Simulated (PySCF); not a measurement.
**LiO+: bond curves at several levels of theory**

The task here is to estimate one member of a computed series from the others.

The runs use PySCF 2.14.0; Li x2c-SVPall, O x2c-SVPall, spin-free X2C with a Gaussian nucleus.

The first run:

A driver script around PySCF takes these settings:

```yaml
atoms: Li, O
charge: 1
basis: Li x2c-SVPall, O x2c-SVPall
Hamiltonian: spin-free X2C with a Gaussian nucleus
basis_functions: 23
electrons_treated: 10
masses_in_u: 7.0160, 15.9949
levels: PBE0, PBE, r²SCAN, TPSSh, MN15, r²SCANh, CAM-B3LYP, HF, MP2, SCS-MP2, CCSD, CCSD(T)
grid: 80 radial by 434 angular points
occupations: held fixed by the projection of orbital angular momentum
dissociation_limit: Li+ + O, each in its ground configuration
starting_distance_in_angstrom: 1.985
values_of_2S_to_try: 0, 2
```

Launch:

```bash
> OMP_NUM_THREADS=1 python dia.py task.json out
```

Steps of the session up to this table: Set-up; PBE0 along the bond; Higher solutions at PBE0; PBE (GGA); r²SCAN (meta-GGA); TPSSh; MN15 (hybrid meta-GGA); r²SCANh (hybrid meta-GGA); CAM-B3LYP (range-separated hybrid); UHF; MP2 and coupled cluster.

One of the session's tables, all rows but one given; the rest of the session is left out.

| level | Re (Å) | ωe (cm⁻¹) | De (eV) |
| --- | --- | --- | --- |
| UHF | 2.108 | 344 | 0.497 |
| UHF-MP2 | 2.120 | 343 | 0.54 |
| UHF-SCS-MP2 | 2.121 | 343 | 0.54 |
| UHF-CCSD | 2.121 | 344 | 0.55 |
| UHF-CCSD(T) | 2.122 | 344 | 0.56 |
| PBE | 2.104 | 349 | 0.66 |
| r²SCAN | 2.129 | 333 | 0.55 |
| TPSSh | 2.097 | 349 | 0.60 |
| r²SCANh | 2.121 | 336 | 0.54 |
| PBE0 | ? | ? | ? |
| MN15 | 2.119 | 341 | 0.56 |
| CAM-B3LYP | 2.066 | 369 | 0.66 |

Q: Estimate the row for PBE0 from the others.

As computed: Re (Å): 2.091; ωe (cm⁻¹): 354; De (eV): 0.60. In the column «Re (Å)» it lies between CAM-B3LYP (2.066) and TPSSh (2.097).

De is counted to Li+ + O in their ground configurations.
